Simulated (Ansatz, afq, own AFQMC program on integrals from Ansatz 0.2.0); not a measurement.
# Where AFQMC and coupled cluster stand for BSiH6, doublet

```yaml
atoms:
  - { symbol: B, position_ang: [-2.1290, 0.0000, 0.0000] }
  - { symbol: H, position_ang: [-2.7257, 1.0336, 0.0000] }
  - { symbol: H, position_ang: [-2.7257, -1.0336, 0.0000] }
  - { symbol: H, position_ang: [-0.6570, 0.0000, 0.0000] }
  - { symbol: Si, position_ang: [0.8940, 0.0000, 0.0000] }
  - { symbol: H, position_ang: [1.3440, -1.4163, 0.0000] }
  - { symbol: H, position_ang: [1.3440, 0.7081, -1.2265] }
  - { symbol: H, position_ang: [1.3440, 0.7081, 1.2265] }
```

Basis cc-pVDZ. Noble-gas cores (and the filled d shells of Ga–Kr and In–Xe) are frozen. Integrals, coupled cluster, full CI and functionals: Ansatz 0.2.0; the random walks run on the same integrals in our own AFQMC program. ph-AFQMC/CISD is guided by a CISD state made of CCSD amplitudes; releasing the constraint for a short imaginary time cuts its bias at the price of noise, slowly where states lie close. ± is one standard error of the sampling.

Determinant: UHF, the one that the program's search chose, which needn't be the lowest solution. The geometry is a point of a scan.

No full CI on the walks' own integrals is used here; CCSDT(Q) serves as the reference and is uncertain by about the last step of the cluster series.

Cautions: the released energies are still falling, so no released level is given (meV from the phaseless value at times in 1/Eh: -7 ± 3 at 0.24, -2.1 ± 2.4 at 0.51, -4 ± 3 at 0.99, -8.3 ± 2.3 at 1.62, -14 ± 3 at 2.40).

- T1 diagnostic: 0.0126
- weight of the determinant in the CISD state: 0.871
- ⟨S²⟩ of the determinant: 0.767
- size of the correlated space: 13 electrons in 56 orbitals

Reference: CCSDT(Q), correlation energy -6.990 eV.

```
        level  E − E(reference) (kJ/mol)  share of correlation (%)
           HF                      674.4                      0.00
          MP2                      150.3                     77.71
         CCSD                       17.5                     97.40
      CCSD(T)                        3.6                     99.47
        CCSDT                        0.5                     99.93
ph-AFQMC/CISD                  0.7 ± 0.3                     99.90
```

A walk keeps the symmetry of its determinant, which the program's search chose and which needn't be the lowest solution, so a lower state of the same spin and another symmetry isn't excluded.
